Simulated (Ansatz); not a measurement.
# Active spaces for H₄N₂, singlet

Calculated in Ansatz's Gaussian-basis code; NEVPT3, NEVPT4(SD), MRCISD by development code. Basis cc-pVTZ, nonrelativistic, 2 orbitals frozen in the corrections. State-specific CASSCF; RHF is the lowest restricted (open-shell) Hartree–Fock solution met. On stretched bonds single-reference methods can fail or change state. No symmetry is imposed, so a solution can break that of the shape. No proof that the lowest CASSCF solution was found.

Geometry:

```xyz
6

N    -0.0777   -0.0942   -1.0743
N    -0.0777    0.0942    1.0743
H     0.8479   -0.3372   -1.4282
H    -0.3041    0.8253   -1.4421
H     0.8479    0.3372    1.4282
H    -0.3041   -0.8253    1.4421
```

What do CASSCF and its corrections give against RHF in CAS(2,2), and what are the occupations?

CASSCF -2.175 eV, SC-NEVPT2 -12.933 eV, FIC-NEVPT2 -12.936 eV, NEVPT3 -13.619 eV, NEVPT4(SD) -13.913 eV, MRCISD -12.706 eV; occupations 1.68, 0.32. The MRCI reference weight is 0.903.

How do single-reference totals in the same basis and frozen core stand against SC-NEVPT2 in CAS(2,2)?

CCSD(T) -1.107 eV. Coupled cluster stands on the determinant that it favours, which can lie over the RHF solution above, and is in doubt where the occupations are far from 0, 1 and 2.

Roughly how much CPU time does a whole run from the default start take (median of such runs, summed over threads; nearly all runs on one pinned thread of a shared server, mostly Xeon at 2.3 to 2.6 GHz, by a development driver)?

CAS(2,2): about 2.3 s. Other jobs ran beside these, and the count of passes differs.
